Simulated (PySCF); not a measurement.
Ionisation of dimethylphosphine

System: dimethylphosphine, `CPC` (C2H7P). Numbering: `[CH3:1][PH:2][CH3:3]`

Level of theory: ωB97X-D3(BJ)/ma-def2-TZVP single points in PySCF, grid level 2; every species was optimised with PBE0-D3(BJ)/def2-SVP. ωB97X-D3(BJ) is ωB97X-V with D3(BJ) in place of VV10. Thermal corrections: PBE0-D3(BJ)/def2-SVP frequencies, unscaled, ideal gas at 298.15 K and 1 bar, quasi-RRHO entropy.

Frontier levels of the parent: HOMO -9.10 eV, LUMO 1.18 eV.

Oxidation to the radical cation:
* Vertical ionisation energy (electronic): 9.09 eV
* Adiabatic ionisation energy (with zero-point energy): 8.28 eV
* Adiabatic, electronic part: 8.31 eV
* Vertical gap at the product's structure: 7.48 eV
* Inner reorganisation energy (four-point): 1608 meV
* Relaxation of product / of parent: 780 / 828 meV
* ⟨S²⟩ of the product: 0.753
* Largest spin populations: P2 0.89
* Largest changes of atomic charge: P2 0.56, H (on P2) 0.10
* Distances that move most (Å): P2–C3 1.854 → 1.790; C1–P2 1.854 → 1.791; P2–H 1.430 → 1.413
* Potential in acetonitrile: 5.73 V absolute, 1.19 V against Fc+/Fc computed at 4.54 V (solvation -10 → -253 kJ/mol)

Solvents are IEF-PCM continua (electrostatics only, gas-phase structures); absolute potentials refer to an electron at rest in vacuum. Fc+/Fc in acetonitrile, 4.54 V, is ωB97X-D3(BJ)/ma-def2-TZVP on PBE0-D3(BJ)/def2-SVP structures with GFN2-xTB thermal terms. Benchmark calculations put it near 5.0 V in acetonitrile and DMSO, so it is about 0.5 V low, and the value against it can read up to that much too high.

Measured values (NIST Chemistry WebBook, evaluated or the median of agreeing entries): vertical ionisation energy 9.10 eV (computed 9.09, difference -0.01); adiabatic ionisation energy 8.47 eV (computed 8.28, difference -0.19).
